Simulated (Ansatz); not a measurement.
A run of Ansatz (development build ahead of 0.2.0) on doublet H₅O₃ at this shape:

```yaml
atoms:
  - { symbol: O, position_ang: [0.0730, -0.0195, 0.0522] }
  - { symbol: H, position_ang: [1.0103, -0.1729, 0.0118] }
  - { symbol: O, position_ang: [2.9536, 0.0265, -0.0031] }
  - { symbol: H, position_ang: [2.9640, 0.9301, -0.3641] }
  - { symbol: H, position_ang: [3.3981, -0.6430, -0.5927] }
  - { symbol: O, position_ang: [-1.3065, 2.6764, 0.3613] }
  - { symbol: H, position_ang: [-0.8688, 1.8193, 0.4353] }
  - { symbol: H, position_ang: [-1.7726, 2.6496, -0.4417] }
```

Its results:

```json
{"Converged": "yes", "Total energy": "-227.25924 hartree", "Spin squared of the determinant": "0.755", "Stability test": "minimum"}
```

Forces (eV/Å):
```
atom      Fx      Fy      Fz
  O1  -0.741   0.015  -0.027
  H2   0.745  -0.052   0.118
  O3   0.543  -0.666  -1.371
  H4   0.450  -1.649   0.085
  H5  -1.001   2.329   1.207
  O6   0.994  -0.725   1.020
  H7  -0.489   0.859  -0.172
  H8  -0.500  -0.111  -0.861
```

(1) Which input gives this output? Name the method, the orbitals and the basis set, and write the input.

## Answers

(1) UHF in def2-SVP.

```yaml
crystal:
  periodic: [false, false, false]
  atoms:
    - { symbol: O, position_ang: [0.07301, -0.01949, 0.05218] }
    - { symbol: H, position_ang: [1.01025, -0.17289, 0.01185] }
    - { symbol: O, position_ang: [2.9536, 0.02653, -0.00309] }
    - { symbol: H, position_ang: [2.96401, 0.93013, -0.36406] }
    - { symbol: H, position_ang: [3.39809, -0.64295, -0.59273] }
    - { symbol: O, position_ang: [-1.30651, 2.67638, 0.36125] }
    - { symbol: H, position_ang: [-0.86881, 1.81932, 0.43528] }
    - { symbol: H, position_ang: [-1.77261, 2.64955, -0.44171] }
basis:
  gaussian: { orbitals: def2-SVP }
magnetization:
  spin_polarized: true
  initial_magnetization: 1
hamiltonian:
  xc: hf
output:
  forces: true
```
